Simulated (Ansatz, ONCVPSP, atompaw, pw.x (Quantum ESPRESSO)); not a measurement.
Which Pt potential is closest to all-electron in the fcc crystal?

All use PBE, scalar-relativistic, no spin, cutoffs from each file’s atomic test, pw.x 7.5; 14³ k-points, Fermi–Dirac smearing 0.01 Ry. Δ is the rms difference from all-electron LAPW of the E(V) curves that follow from fits to the pressures, over ±6 % in volume. Mesh and smearing are coarse and serve the comparison alone. The files are a selection: those with a ghost or negative overlap were mostly not run, and those with noisy or unconverged pressures or nearly equal Δ are left out.

All-electron: a0 = 3.973 Å (V0 = 15.67 Å³/atom), B0 = 245.3 GPa.

Rank them by Δ, smallest first.
A. optimised norm-conserving Vanderbilt (ONCV), ONCVPSP 4.0.1.1 (patched build), PBE; core [Kr] 4d10 4f14, reference 5s2 5p6 5d9 6s1; waves: 5s+6s: rc 1.75 bohr, ncon 4, nbas 7, qcut 7.9 1/bohr, 3 projectors, debl 2.2 Ha; 5p: rc 1.60 bohr, ncon 3, nbas 7, qcut 7.3 1/bohr, 3 projectors, debl 3.2 Ha; 5d: rc 1.35 bohr, ncon 4, nbas 8, qcut 6.7 1/bohr, 2 projectors, debl 1.6 Ha; local part: polynomial inside 1.20 bohr (lpopt 5, dvloc0 0 Ha); core correction: Teter function fitted to the true core (icmod 2), fcfact 0.25.
B. optimised norm-conserving Vanderbilt (ONCV), ONCVPSP 4.0.1.1 (patched build), PBE; core [Kr] 4d10 4f14, reference 5s2 5p6 5d9 6s1; waves: 5s+6s: rc 1.40 bohr, ncon 4, nbas 9, qcut 9.3 1/bohr, 2 projectors; 5p: rc 1.65 bohr, ncon 4, nbas 9, qcut 8.6 1/bohr, 2 projectors, debl 3.6 Ha; 5d: rc 2.35 bohr, ncon 4, nbas 8, qcut 6 1/bohr, 2 projectors, debl 3.3 Ha; local part: polynomial inside 1.25 bohr (lpopt 5, dvloc0 0 Ha); core correction: none.
C. optimised norm-conserving Vanderbilt (ONCV), ONCVPSP 4.0.1.1 (patched build), PBE; core [Kr] 4d10 4f14, reference 5s2 5p6 5d9 6s1; waves: 5s+6s: rc 1.35 bohr, ncon 4, nbas 7, qcut 9.1 1/bohr, 3 projectors, debl 2.8 Ha; 5p: rc 1.80 bohr, ncon 4, nbas 9, qcut 8.5 1/bohr, 1 projector; 5d: rc 1.95 bohr, ncon 4, nbas 8, qcut 7 1/bohr, 2 projectors, debl 1 Ha; f scattering state at 0.05 Ha: rc 2.00 bohr, ncon 4, nbas 7, qcut 5.8 1/bohr, 2 projectors, debl 3.3 Ha; local part: polynomial inside 1.25 bohr (lpopt 5, dvloc0 2 Ha); core correction: Teter function fitted to the true core (icmod 2), fcfact 0.55.
D. PAW, atompaw 4.2.0.5, PBE; core [Kr] 4d10 4f14, reference 5s2 5p6 5d9 6s1 6p0; waves: 5s (bound): rc 1.50 bohr; 6s (bound): rc 1.75 bohr; 5p (bound): rc 1.65 bohr; 6p (bound, empty): rc 1.90 bohr; 5d (bound): rc 1.90 bohr; 5d channel at 0.55 Ry: rc 1.90 bohr; local part: bessel scheme, radius 1.75 bohr; core correction: smooth core density matched at 1.65 bohr; augmentation: besselshape compensation charge, radius 1.55 bohr; PAW radius 1.90 bohr; waves and projectors: custom rrkj gramschmidtortho.

D (2.4 meV/atom), B (5.9 meV/atom), A (8.1 meV/atom), C (16.0 meV/atom).
